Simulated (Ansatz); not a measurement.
```yaml
crystal:
  periodic: [false, false, false]
  atoms:
    - {symbol: V, position_ang: [0.000000, 0.000000, 0.000000]}
    - {symbol: C, position_ang: [0.000000, 0.000000, 2.210000]}
basis:
  gaussian: {orbitals: def2-TZVP}
total_charge: 1
magnetization: {spin_polarized: true, initial_magnetization: 2}
hamiltonian: {xc: pbe0}
relax: {f_tol: 0.004, max_steps: 80}
```

```sh
$ ansatz run in.yaml --threads 1 --pin off --events-out ev --progress --plain --max-ram 2176MiB
```

Steps of the relaxation (energy above the last step; positions in Å, forces in eV/Å):

```
2
step 1, 1315.5 meV
V     0.000    0.000    0.000    0.000    0.000    2.195
C     0.000    0.000    2.210    0.000    0.000   -2.195
```

```
2
step 2, 748.2 meV
V     0.000    0.000    0.130    0.000    0.000    2.247
C     0.000    0.000    2.080    0.000    0.000   -2.247
```

```
2
step 3, 22.2 meV
V     0.000    0.000    0.325    0.000    0.000   -1.326
C     0.000    0.000    1.885    0.000    0.000    1.326
```

```
2
step 7, 0.0 meV
V     0.000    0.000    0.307    0.000    0.000    0.000
C     0.000    0.000    1.903    0.000    0.000    0.000
```

Close pairs at the end: V1–C2 1.596 Å.

A stationary point of unrestricted PBE0 after 7 steps, with ⟨S²⟩ = 2.111 against 2.00 for a pure state. 2.4 min on 1 thread of Arm Neoverse V1, shared host.
